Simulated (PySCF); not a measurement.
Input of a run (PBE0-D3(BJ)/def2-SVP geometry optimisation, gas phase (PySCF 2.14.0)), started from MMFF94s:
```
{"job": {"xc": "PBE0", "basis": "def2-SVP", "d3": "d3bj", "grid": 1, "shake": 0.03, "kind": "geom"}, "charge": 0, "multiplicity": 1}
C     -0.496630     2.607850    -0.165830
N     -0.358850     1.549640     0.079170
C     -0.139310     0.184640     0.395570
C      1.431160    -0.177690    -0.026180
C     -1.126660    -0.728140    -0.266680
H     -0.166280     0.104440     1.503540
H      1.590340    -1.226950     0.251780
H      2.116740     0.480260     0.452230
H      1.448330    -0.056280    -1.040450
H     -0.957800    -1.765080     0.056170
H     -1.116010    -0.624890    -1.299830
H     -2.109550    -0.430550     0.111520
```

Output (energies in Eh, forces in Eh/bohr):
```
step   0  E = -210.91028662  max force = 0.219556
step   1  E = -210.93502806  max force = 0.089409
step   2  E = -210.94211567  max force = 0.041707
step   3  E = -210.94318657  max force = 0.003494
step   4  E = -210.94326254  max force = 0.001381
step   5  E = -210.94329454  max force = 0.001469
step   6  E = -210.94332091  max force = 0.001506
step   7  E = -210.94333860  max force = 0.000625
step   8  E = -210.94334205  max force = 0.000254
optimisation converged
```

Task: Summarise the run.

Result: The energy falls by 0.899 eV over 9 energy and gradient evaluations, the largest force component goes from 0.2196 to 2.5e-04 Eh/bohr, and the atoms move by 0.052 Å rms after alignment. The bond that changes most is C3–C4 (sp3 carbon bound to nitrogen to methyl carbon), which shortens by 0.142 Å. Bonds longer at the end by more than 0.005 Å: 6 of 11; shorter: 2. Among the angles that change most is C3–C4–H9, from 104.0° to 110.4°. The energy never rose by more than 1e-6 Eh on the way. The first step brought 75 % of the lowering.

Task: What are the final bond lengths?

Result: C1≡N2 1.173 Å, N2–C3 1.423 Å, C3–C4 1.524 Å, C3–C5 1.524 Å, C3–H6 1.104 Å, C4–H7 1.100 Å, C4–H8 1.099 Å, C4–H9 1.100 Å, C5–H10 1.100 Å, C5–H11 1.100 Å, C5–H12 1.099 Å. Numbering counts from 1 in the input's order; the species is isopropyl isocyanide, `[C-]#[N+]C(C)C`.

The run used 105 basis functions and 60 SCF cycles in all.

Whether it is a minimum is left open (no frequencies).
